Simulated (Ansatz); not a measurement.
# PNH (doublet): the correlation ladder, def2-TZVPP

One table from this session's results is given with a row withheld; the runs are named, their logs left out.

Method: def2-TZVPP, core rule «outside noble gas», up to 6 orbitals frozen; program: Ansatz 0.2.0, Gaussian basis.

The runs, in order: UHF; ROHF; CCSD(T) on UHF.

### The geometry

The geometry is a PBE0/def2-TZVP stationary point (not a proven minimum) of the parent state, kept for this charge and spin.

3 atoms, charge 0, spin multiplicity 2.

Atoms are counted from 1 here; the program's logs count them from 0.

Bond lengths: N1–P2 1.803 Å, P2–H3 1.428 Å. Angles: N1–P2–H3 94.6°.

The first run:

The input, in.yaml:

```yaml
crystal:
  periodic: [false, false, false]
  atoms:
    - {symbol: N, position_ang: [0.000000, 0.052135, 1.255614]}
    - {symbol: P, position_ang: [0.000000, -0.067361, -0.543360]}
    - {symbol: H, position_ang: [0.000000, 1.345503, -0.751144]}
basis:
  gaussian: {orbitals: def2-TZVPP}
magnetization: {spin_polarized: true, initial_magnetization: 1}
hamiltonian: {xc: hf}
output: {orbitals: {seedname: orbitals}}
```

The run is started by

```bash
ansatz run in.yaml --threads 1 --pin off --events-out ev --progress --plain --max-ram 4096MiB --backend cpu
```

Steps of the session up to this table: UHF; ROHF; CCSD(T) on UHF.

One of the session's tables, all rows but one given; the rest of the session is left out.

```
  method  from UCCSD(T) (kJ/mol)
    ROHF                  +993.8
     UHF                  +854.0
    UMP2                  +175.1
   UCCSD                       ?
UCCSD(T)                       0
```

**Question.** Estimate the row for UCCSD.

As computed: from UCCSD(T) (kJ/mol): +45.9. In the column «from UCCSD(T) (kJ/mol)» it lies between UCCSD(T) (0) and UMP2 (+175.1).

Limits of these values: The determinant is far from a pure spin state, so its energy mixes those of several spin states (harmless only where they are near-degenerate, as at dissociation).
